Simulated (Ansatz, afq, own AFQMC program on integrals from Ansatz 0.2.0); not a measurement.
## Atomization energy of GaBN, doublet, worked out

```yaml
atoms:
  - { symbol: B, position_ang: [0.0000, 0.0000, -1.4672] }
  - { symbol: N, position_ang: [0.0000, 0.0000, -0.2052] }
  - { symbol: Ga, position_ang: [0.0000, 0.0000, 1.6724] }
```

Connectivity, by distances: B–N–Ga.

Basis cc-pVDZ. Noble-gas cores (and the filled d shells of Ga–Kr and In–Xe) are frozen. Ansatz 0.2.0 and our own AFQMC program on the same integrals; the CISD trial comes from CCSD amplitudes, and released means the phaseless constraint is let go. ± is one standard error of the sampling. No spin–orbit coupling.

Total energies in eV. CBS is CCSD(T) at the limit of def2-TZVPP/QZVPP (MP2 extrapolated, CCSD(T) minus MP2 added); the highest rung of each member is named.

Cautions: inner d shell frozen; no relativity below Rb; no spin-orbit coupling; GaBN (doublet): unrestricted determinant slightly spin contaminated (⟨S²⟩ 0.83 against 0.75), its ph-AFQMC/CISD value lies 65 ± 21 meV above CCSDT(Q).

```
       member  count  CCSD(T)/cc-pVDZ  highest rung in cc-pVDZ     which  CCSD(T)/CBS
  B (doublet)     +1        -669.1119                -669.1218       FCI    -669.5180
  N (quartet)     +1       -1482.4355               -1482.4402       FCI   -1483.9068
 Ga (doublet)     +1      -52333.9248              -52333.9312       FCI  -52336.2188
GaBN, doublet     -1      -54493.9122              -54493.9790  CCSDT(Q)  -54499.2787
```

Question: Work out the best estimate of the atomization energy: the CCSD(T)/CBS difference plus the step from CCSD(T) to the highest rung.

Answer: Sums with the counts: CCSD(T)/CBS 9.6351 eV, highest rung 8.4858 eV, CCSD(T)/cc-pVDZ 8.4400 eV. The step is 8.4858 − 8.4400 = 0.0458 eV, so the best estimate is 9.6351 + (0.0458) = 9.6809 eV = 223.2 kcal/mol. The basis set is worth 1.195 eV of it. Zero-point, core-correlation and spin–orbit terms aren't in it. Past Ne the Hartree–Fock part of each CBS total tends to overshoot, since the cores don't follow the formula; that largely cancels in the difference.

Best estimates are given only where the step beyond CCSD(T) is under 0.3 eV and no member's determinant is very poor (T1 over 0.05, or 0.07 for open shells, ⟨S²⟩ too high by 0.3, two states mixed), so the hardest cases are missing from such tables.

CCSDT and higher add their correlation energy to the determinant of the CCSD(T) run, since their own runs factorise the integrals more tightly (a shift of under 2 meV). Each member of a difference takes its own highest rung, so a best estimate needn't equal the limit plus the step of one row.
